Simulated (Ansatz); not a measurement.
# CH6AlCl: the cost of one run

Program: Ansatz 0.2.0, Gaussian basis. Level of theory: PBE0-D4, def2-SVP first, then def2-TZVP. These are calculated values, not measurements.

152 further runs of the same task are left out: 152 set aside as unsound or not needed.

**1. The starting structure**

The guess: 9 atoms, charge 0, spin multiplicity 1.

Atoms are counted from 1 here; the program's logs count them from 0.

Bond lengths: Al1–Cl2 2.599 Å, Al1–H3 1.537 Å, Al1–H4 1.538 Å, Al1–H5 1.914 Å, Al1–C6 2.292 Å, C6–H7 1.097 Å, C6–H8 1.087 Å, C6–H9 1.098 Å. Angles: Cl2–Al1–H3 113.5°, Cl2–Al1–H4 115.0°, Cl2–Al1–H5 42.7°, Cl2–Al1–C6 80.0°, H3–Al1–H4 117.6°, H3–Al1–H5 121.0°, H3–Al1–C6 113.7°, H4–Al1–H5 121.1°, H4–Al1–C6 111.3°, H5–Al1–C6 37.3°, Al1–C6–H7 87.2°, Al1–C6–H8 156.8°, Al1–C6–H9 82.5°, H7–C6–H8 108.0°, H7–C6–H9 109.0°, H8–C6–H9 107.7°.

Coordinates:

| atom | x (Å) | y (Å) | z (Å) |
| --- | --- | --- | --- |
| Al1 | -0.5106 | -0.6113 | -0.9151 |
| Cl2 | 1.5389 | 0.7224 | -1.7971 |
| H3 | -0.3069 | -2.1343 | -0.9352 |
| H4 | -1.8788 | -0.0706 | -1.3626 |
| H5 | 0.8257 | 0.5539 | -0.1941 |
| C6 | 0.1816 | 0.3862 | 1.0287 |
| H7 | -0.8092 | 0.8546 | 1.0772 |
| H8 | 0.8478 | 0.9393 | 1.6861 |
| H9 | 0.1115 | -0.6403 | 1.4121 |

Distances that are to change: Al1–C6 2.29 Å, Cl2–H5 1.76 Å, Al1–Cl2 2.60 Å, H5–C6 1.39 Å.

**2. Constrained relaxation of the guess**

hold/in.yaml

```yaml
crystal:
  periodic: [false, false, false]
  atoms:
    - {symbol: Al, position_ang: [-0.510600, -0.611300, -0.915100]}
    - {symbol: Cl, position_ang: [1.538900, 0.722400, -1.797100]}
    - {symbol: H, position_ang: [-0.306900, -2.134300, -0.935200]}
    - {symbol: H, position_ang: [-1.878800, -0.070600, -1.362600]}
    - {symbol: H, position_ang: [0.825700, 0.553900, -0.194100]}
    - {symbol: C, position_ang: [0.181600, 0.386200, 1.028700]}
    - {symbol: H, position_ang: [-0.809200, 0.854600, 1.077200]}
    - {symbol: H, position_ang: [0.847800, 0.939300, 1.686100]}
    - {symbol: H, position_ang: [0.111500, -0.640300, 1.412100]}
basis:
  gaussian: {orbitals: def2-SVP}
hamiltonian: {xc: pbe0, dispersion: d4}
relax: {f_tol: 0.08, max_steps: 120, escape_saddle: false, constraints: [{distance: [0, 5]}, {distance: [1, 4]}, {distance: [0, 1]}, {distance: [4, 5]}]}
```

Command:

```bash
$ ansatz run in.yaml --threads 2 --pin off --events-out ev --progress --plain --max-ram 4352MiB
```

**Question.** How long does this run take on 2 threads of Intel Xeon Platinum 8259CL at 2.50GHz, shared host?

About 15 s.
